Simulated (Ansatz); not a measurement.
# CH2F+ (SMILES [CH2+]F): functionals against CCSD(T) at one geometry

A test off equilibrium: a frame of a short trajectory is computed at several levels, and each is set against CCSD(T).

The runs use Ansatz 0.2.0, Gaussian basis; single points in def2-TZVPP.

Cores are frozen in the correlated methods.

## (1) Starting geometry

SMILES `[CH2+]F`, 4 atoms, charge 1, spin multiplicity 1.

Atoms are counted from 1 here; the program's logs count them from 0.

Bond lengths: C1–F2 1.221 Å, C1–H3 1.112 Å, C1–H4 1.119 Å. Angles: F2–C1–H3 117.4°, F2–C1–H4 119.6°, H3–C1–H4 122.9°.

Coordinates:

```xyz
4
charge 1, multiplicity 1
C     0.0522    0.0430   -0.0976
F     0.8819    0.5895    0.6125
H    -0.3098    0.6034   -0.9870
H    -0.3191   -0.9782    0.1710
```

## (2) PBE-D4/def2-TZVPP

Input file run/in.yaml:

```yaml
crystal:
  periodic: [false, false, false]
  atoms:
    - {symbol: C, position_ang: [0.052176, 0.043045, -0.097574]}
    - {symbol: F, position_ang: [0.881918, 0.589492, 0.612534]}
    - {symbol: H, position_ang: [-0.309751, 0.603352, -0.987048]}
    - {symbol: H, position_ang: [-0.319105, -0.978161, 0.171046]}
basis:
  gaussian: {orbitals: def2-TZVPP}
total_charge: 1
hamiltonian: {xc: pbe, dispersion: d4}
output: {forces: true}
```

Started as:

```
ansatz run in.yaml --threads 2 --pin off --events-out ev --progress --plain --max-ram 3481MiB
```

Log:

```text
Functional definition: PBE
  name "PBE"
  cite "Perdew, Burke & Ernzerhof, Phys. Rev. Lett. 77, 3865 (1996) doi:10.1103/PhysRevLett.77.3865"
  parent pbe
  parameter kappa = 0.804
  parameter beta = 0.06672455060314922
  exchange = pbe_x(kappa = kappa, mu = beta*pi^2/3)
  correlation = pbe_c(beta = beta)
454 factors; their error is unknown
mean field evaluation 1: about -3764.4326 eV, gradient 7.8e1 eV
mean field evaluation 2: about -3722.9980 eV, gradient 1.7e2 eV
mean field evaluation 4: about -3772.7350 eV, gradient 8.7e0 eV
mean field evaluation 8: about -3772.8754 eV, gradient 4.1e-1 eV
mean field -3772.87556650 eV, -138.6506197221 hartree, gradient 4.2e-5 eV, S^2 0.000000; 0 other end points of the search recorded, 0 dependent functions left out
the calculation of the forces begins
reference -3772.87559031 eV, -138.6506205968 hartree; 8, 8 occupied and 82, 82 virtual orbitals, 454 factors
Total energy: -3772.88936058 eV, -138.6511266451 hartree
Atom 0 at     0.052176     0.043045    -0.097574 Å, force    -1.242164    -0.717522    -0.995942 eV/Å
Atom 1 at     0.881918     0.589492     0.612534 Å, force     0.798219     0.385860     0.747499 eV/Å
Atom 2 at    -0.309751     0.603352    -0.987048 Å, force     0.135255    -0.031373     0.154705 eV/Å
Atom 3 at    -0.319105    -0.978161     0.171046 Å, force     0.308691     0.363035     0.093737 eV/Å
Dipole moment:    -0.415531    -0.274151    -0.353365 e Å
```

Wall time 0.45 s (2 threads of Arm Neoverse V2, shared host); peak memory 0.1 GiB.

## (3) r2SCAN-D4/def2-TZVPP

Changes to run/in.yaml since step 2:

```diff
@@ -10,3 +10,3 @@
 total_charge: 1
-hamiltonian: {xc: pbe, dispersion: d4}
+hamiltonian: {xc: r2scan, dispersion: d4}
 output: {forces: true}
```

Started as:

```
ansatz run in.yaml --threads 2 --pin off --events-out ev --progress --plain --max-ram 3481MiB
```

Log (excerpt; [...] marks lines left out):

```text
Functional definition: r2SCAN
  name "r2SCAN"
  cite "Furness, Kaplan, Ning, Perdew & Sun, J. Phys. Chem. Lett. 11, 8208 (2020) doi:10.1021/acs.jpclett.0c02405"
  cite "Furness, Kaplan, Ning, Perdew & Sun, J. Phys. Chem. Lett. 11, 9248 (2020) doi:10.1021/acs.jpclett.0c03077"
  parent r2scan
[...]
454 factors; their error is unknown
[...]
mean field -3775.04609184 eV, -138.7303850569 hartree, gradient 3.1e-5 eV, S^2 0.000000; 0 other end points of the search recorded, 0 dependent functions left out
[...]
reference -3775.04609840 eV, -138.7303852982 hartree; 8, 8 occupied and 82, 82 virtual orbitals, 454 factors
Total energy: -3775.04928942 eV, -138.7305025658 hartree
Atom 0 at     0.052176     0.043045    -0.097574 Å, force    -1.038994    -0.566899    -0.822004 eV/Å
Atom 1 at     0.881918     0.589492     0.612534 Å, force     0.385283     0.108929     0.395963 eV/Å
Atom 2 at    -0.309751     0.603352    -0.987048 Å, force     0.237706    -0.155011     0.378493 eV/Å
Atom 3 at    -0.319105    -0.978161     0.171046 Å, force     0.416005     0.612981     0.047548 eV/Å
Dipole moment:    -0.432032    -0.285145    -0.367445 e Å
```

It took 0.9 s on 2 threads of Arm Neoverse V2, shared host; peak memory 0.11 GiB.

## (4) PBE0-D4/def2-TZVPP

Changes to run/in.yaml since step 3:

```diff
@@ -10,3 +10,3 @@
 total_charge: 1
-hamiltonian: {xc: r2scan, dispersion: d4}
-output: {forces: true}
+hamiltonian: {xc: pbe0, dispersion: d4}
+output: {forces: true, orbitals: {seedname: orbitals}}
```

Started as:

```
ansatz run in.yaml --threads 2 --pin off --events-out ev --progress --plain --max-ram 3481MiB
```

Log (excerpt; [...] marks lines left out):

```text
Functional definition: PBE0
  name "PBE0"
  cite "Adamo & Barone, J. Chem. Phys. 110, 6158 (1999) doi:10.1063/1.478522"
[... 2 set-up lines as earlier in the session ...]
[...]
454 factors; their error is unknown
[...]
mean field -3772.95773693 eV, -138.6536394295 hartree, gradient 1.3e-5 eV, S^2 0.000000; 0 other end points of the search recorded, 0 dependent functions left out
[...]
reference -3772.95775445 eV, -138.6536400734 hartree; 8, 8 occupied and 82, 82 virtual orbitals, 454 factors
Total energy: -3772.96886434 eV, -138.6540483543 hartree
Atom 0 at     0.052176     0.043045    -0.097574 Å, force    -0.751986    -0.381559    -0.573468 eV/Å
Atom 1 at     0.881918     0.589492     0.612534 Å, force     0.100489    -0.077607     0.151396 eV/Å
Atom 2 at    -0.309751     0.603352    -0.987048 Å, force     0.236465    -0.166185     0.385063 eV/Å
Atom 3 at    -0.319105    -0.978161     0.171046 Å, force     0.415032     0.625351     0.037009 eV/Å
Dipole moment:    -0.443124    -0.292458    -0.376925 e Å
```

It took 0.45 s on 2 threads of Arm Neoverse V2, shared host; peak memory 0.11 GiB.

## (5) wB97M-V/def2-TZVPP

Changes to run/in.yaml since step 4:

```diff
@@ -10,3 +10,3 @@
 total_charge: 1
-hamiltonian: {xc: pbe0, dispersion: d4}
-output: {forces: true, orbitals: {seedname: orbitals}}
+hamiltonian: {xc: {name: wB97M-V}}
+output: {forces: true}
```

Started as:

```
ansatz run in.yaml --threads 2 --pin off --events-out ev --progress --plain --max-ram 3481MiB
```

Log (excerpt; [...] marks lines left out):

```text
Functional definition: wB97M-V
  name "wB97M-V"
  cite "Mardirossian & Head-Gordon, J. Chem. Phys. 144, 214110 (2016) doi:10.1063/1.4952647"
  cite "Becke, J. Chem. Phys. 107, 8554 (1997) doi:10.1063/1.475007"
  cite "Vydrov & Van Voorhis, J. Chem. Phys. 133, 244103 (2010) doi:10.1063/1.3521275"
  # Of w^i u^j: cxij and so on, Table III.
[...]
  gx(w, u) = 1 - cx + cx01*u + cx10*w
  gss(w, u) = css00 + css04*u^4 + css10*w + css20*w^2 + css43*w^4*u^3
  gos(w, u) = cos00 + cos10*w + (cos20 + cos21*u)*w^2 + (cos60 + cos61*u)*w^6
[...]
      + integral(e_c_pw_mod_opposite_spin*gos(b97_w_opposite, b97_u_opposite)) + vv10(b, c)
454 factors; their error is unknown
108 factors; integrals over basis functions are off by at most 1.4e-5 eV
[...]
mean field -3775.71967309 eV, -138.7551387112 hartree, gradient 5.0e-5 eV, S^2 0.000000; 0 other end points of the search recorded, 0 dependent functions left out
[...]
reference -3775.71969935 eV, -138.7551396764 hartree; 8, 8 occupied and 82, 82 virtual orbitals, 454 factors
Total energy: -3775.71969935 eV, -138.7551396764 hartree
Atom 0 at     0.052176     0.043045    -0.097574 Å, force    -1.020735    -0.556488    -0.804494 eV/Å
Atom 1 at     0.881918     0.589492     0.612534 Å, force     0.304721     0.058313     0.325595 eV/Å
Atom 2 at    -0.309751     0.603352    -0.987048 Å, force     0.269467    -0.207659     0.459591 eV/Å
Atom 3 at    -0.319105    -0.978161     0.171046 Å, force     0.446547     0.705834     0.019308 eV/Å
Dipole moment:    -0.444785    -0.293669    -0.378278 e Å
```

Wall time 1.4 s (2 threads of Arm Neoverse V2, shared host); peak memory 0.14 GiB.

## (6) CCSD(T)/def2-TZVPP

Changes to run/in.yaml since step 5:

```diff
@@ -10,3 +10,3 @@
 total_charge: 1
-hamiltonian: {xc: {name: wB97M-V}}
+correlation: {method: ccsd_t}
 output: {forces: true}
```

Started as:

```
ansatz run in.yaml --threads 2 --pin off --events-out ev --progress --plain --max-ram 3481MiB
```

Log (excerpt; [...] marks lines left out):

```text
Functional definition: HF
  name "HF"
  cite "Fock, Z. Phys. 61, 126 (1930) doi:10.1007/BF01340294"
[... 1 set-up line as earlier in the session ...]
[...]
556 factors; integrals over basis functions are off by at most 7.7e-4 eV
[...]
mean field -3759.44239974 eV, -138.1569599487 hartree, gradient 2.4e-6 eV, S^2 0.000000; 0 other end points of the search recorded, 0 dependent functions left out
2 core orbitals not correlated: weight in the atoms' cores, before any rotation towards them, 1.000 or more for the frozen orbitals, at most 0.000 for the correlated occupied ones
reference -3759.44239974 eV, -138.1569599487 hartree; 6, 6 occupied and 82, 82 virtual orbitals, 556 factors
second order -10.40939409 eV of doubles, -0.00000000 eV of singles
cycle   1  -10.45902670 eV  change   -5.0e-2 eV  update   8.2e-2
[...]
cycle   9  -10.80589859 eV  change   -5.0e-6 eV  update   6.3e-6
perturbative correction -0.34498380 eV, -0.0126779209 hartree
[...]
Total energy: -3770.59328213 eV, -138.5667473183 hartree
Atom 0 at     0.052176     0.043045    -0.097574 Å, force    -1.167446    -0.646849    -0.931438 eV/Å
Atom 1 at     0.881918     0.589492     0.612534 Å, force     0.438800     0.142259     0.442691 eV/Å
Atom 2 at    -0.309751     0.603352    -0.987048 Å, force     0.273668    -0.235272     0.484493 eV/Å
Atom 3 at    -0.319105    -0.978161     0.171046 Å, force     0.454978     0.739862     0.004254 eV/Å
Dipole moment:    -0.442202    -0.291950    -0.376108 e Å
```

It took 4.3 s on 2 threads of Arm Neoverse V2, shared host; peak memory 0.37 GiB.

## (7) The levels compared

| method | RMS force component (eV/Å) | RMS error against CCSD(T) (eV/Å) | angle to CCSD(T) forces (°) |
| --- | --- | --- | --- |
| PBE-D4 | 0.624 | 0.230 | 21.6 |
| r2SCAN-D4 | 0.514 | 0.081 | 3.0 |
| PBE0-D4 | 0.395 | 0.233 | 15.2 |
| wB97M-V | 0.518 | 0.085 | 4.8 |
| CCSD(T) | 0.590 | reference | reference |

Energy less the free neutral atoms in their ground states at the same level (atoms from separate runs):

Differences are taken before rounding.

| method | rung | energy less atoms (eV) | from CCSD(T) (eV) |
| --- | --- | --- | --- |
| PBE-D4 | GGA | -5.083 | -0.701 |
| r2SCAN-D4 | meta-GGA | -4.628 | -0.246 |
| PBE0-D4 | hybrid | -4.638 | -0.255 |
| wB97M-V | range-separated hybrid | -4.769 | -0.387 |
| Hartree-Fock | wavefunction | -1.444 | +2.938 |
| MP2 | wavefunction | -4.672 | -0.290 |
| CCSD | wavefunction | -4.186 | +0.196 |
| CCSD(T) | wavefunction | -4.382 | 0 |

What each level took, beside its miss in the forces (shared host):

| method | time | RMS force error (eV/Å) |
| --- | --- | --- |
| PBE-D4 | 0.45 s | 0.230 |
| r2SCAN-D4 | 0.9 s | 0.081 |
| PBE0-D4 | 0.45 s | 0.233 |
| wB97M-V | 1.4 s | 0.085 |
| CCSD(T) | 4.3 s | 0 |

## (8) Outcome

| quantity | value |
| --- | --- |
| energy less free atoms, CCSD(T)/def2-TZVPP | -4.382 eV |
| RMS force component | 0.395 to 0.624 eV/Å over the methods |
| RMS force error | PBE-D4 0.230, r2SCAN-D4 0.081, PBE0-D4 0.233, wB97M-V 0.085 eV/Å |
| HOMO and LUMO, PBE0-D4 | -19.73 and -11.78 eV |
| T1 diagnostic | 0.019 |

What this shows: Against CCSD(T) the functionals' energies less atoms differ by -0.701 to -0.246 eV, PBE-D4 by -0.701 eV. The reference is not at the basis limit: in triple zeta CCSD(T) underbinds, which counts against methods that bind more; the gaps are no ranking. For forces r2SCAN-D4 does best and PBE0-D4 worst. Frozen-core CCSD(T) forces in triple zeta carry basis errors of their own, and this is one geometry, so small gaps rank nothing.
